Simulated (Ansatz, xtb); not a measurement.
System: NO (charge -1, singlet). SMILES of the parent species: [N]=O
Coordinates optimised at B3LYP-D3(BJ)/def2-TZVP (Ansatz, an electronic-structure program):
```xyz
2

N      0.0000     0.0000    -0.6716
O      0.0000     0.0000     0.5876
```
Charge -1, spin multiplicity 1.

Harmonic wavenumbers from GFN2-xTB (xtb, at its own minimum), cm⁻¹: 1492.

Question: Give the harmonic wavenumbers at B3LYP-D3(BJ)/def2-TZVP (Ansatz, finite differences of forces, unscaled).

Answer: 1455 cm⁻¹. Zero-point energy 2.1 kcal/mol.

Question: From these and the geometry, give the ideal-gas thermochemistry at 298.15 K and 1 atm (rigid rotor, harmonic oscillator).

Answer: Point group C∞v, rotational symmetry number 1. Rotational constants 42.68, 42.68 GHz. S(trans) 36.13, S(rot) 11.88, S(vib) 0.01, S(elec, spin only) 0.00, S 48.0 cal/(mol K). H(298) - H(0) 2.08 kcal/mol; G - E(el) -10.2 kcal/mol.
